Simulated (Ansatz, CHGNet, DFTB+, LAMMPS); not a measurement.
## Rhombohedral A7 Bi, lattice constant a

Reference value: 4.533 Å (measured, low temperature, zero-point motion not removed, hexagonal setting; as tabulated in Arnaud et al. (2016), arXiv:1602.08959).

| level (code) | value (Å) |
|---|---|
| MEAM Bi.meam (LAMMPS) | 4.591 |
| GFN2-xTB as cut by DFTB+ | 4.365 |
| CHGNet-r²SCAN | 4.945 |
| PBE (Ansatz) | … |
| PBEsol-D3(BJ) (Ansatz) | … |
| r²SCAN (Ansatz) | 4.531 |
| PBE0-D3(BJ) (Ansatz) | 4.454 |

Question: Fill in the missing entries.

Answer: 
- PBE (Ansatz, a first-principles code), value (Å): 4.580
- PBEsol-D3(BJ) (Ansatz), value (Å): 4.472

Differences against the reference: MEAM Bi.meam +1.28 %, GFN2-xTB as cut by DFTB+ -3.71 %, CHGNet-r²SCAN +9.09 %, PBE +1.04 %, PBEsol-D3(BJ) -1.35 %, r²SCAN -0.04 %, PBE0-D3(BJ) -1.74 %.

Of the ranked levels r²SCAN (-0.04 %) comes nearest. Farthest off among them: CHGNet-r²SCAN (+9.09 %). Of the ranked levels only r²SCAN lands within 0.5 %.

The reference isn't brought to a static lattice, while the calculations are for one, so the differences are not the levels' errors alone.  Density-functional levels without +SOC have no spin–orbit coupling. GFN2-xTB as cut by DFTB+: the method was fitted mainly to molecules. GFN2-xTB as cut by DFTB+: codes differ in how they cut the long-range tail of xTB's charge interaction in a crystal, so the value belongs to this code. PBE, r²SCAN: the cell comes from a level without a dispersion term, which matters for the spacing of layers, chains or molecules. Cutoffs and k meshes differ between the levels. Ansatz's density-functional and Hartree–Fock values are scalar-relativistic unless marked +SOC, with PAW data made under PBE.

Empirical potentials (MEAM Bi.meam) are fitted to chosen data: where that held the value shown, agreement is built in, and what lay outside the fit can be far off. Machine-learned potentials (CHGNet-r²SCAN) are trained on DFT data: a solid inside that data is no test of them.

Differences are worked out from the printed values.
